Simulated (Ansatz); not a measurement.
Ansatz (a quantum-chemistry and plane-wave program) input (r2SCAN/3-21G): A basis named .json is the Basis Set Exchange file of that set (core-valence sets with the plain set on hydrogen).

Ansatz 0.2 input:
```yaml
crystal:
  periodic: [false, false, false]
  atoms:
    - {symbol: Si, position_ang: [-0.00000000, -0.00000000, 0.00000000]}
    - {symbol: H, position_ang: [0.87559489, 0.85467525, 0.83309847]}
    - {symbol: H, position_ang: [-0.82219976, -0.86546541, 0.87529791]}
    - {symbol: H, position_ang: [-0.88619780, 0.85452031, -0.82197187]}
    - {symbol: H, position_ang: [0.83280267, -0.84373015, -0.88642451]}
basis:
  gaussian:
    orbitals: 3-21G.json
hamiltonian:
  xc: {name: r2SCAN}
magnetization: {spin_polarized: false}
```

Output:

```
Functional definition: r2SCAN
integrals: 0.01 GiB planned
225 factors; integrals over basis functions are off by at most 2.8e-4 eV
mean field: 0.07 GiB planned
mean field evaluation 1: about -7898.5195 eV, gradient 5.8e0 eV
mean field evaluation 2: about -7898.6494 eV, gradient 1.7e0 eV
mean field evaluation 4: about -7898.6601 eV, gradient 1.9e-2 eV
mean field evaluation 8: about -7898.6445 eV, gradient 7.4e-5 eV
mean field -7898.64454024 eV, -290.2698329603 hartree, gradient 7.4e-5 eV, S^2 0.000000; 0 other end points of the search recorded, 0 dependent functions left out
reference -7898.64454679 eV, -290.2698332008 hartree; 9, 9 occupied and 12, 12 virtual orbitals, 225 factors
Total energy: -7898.64454679 eV, -290.2698332008 hartree
```
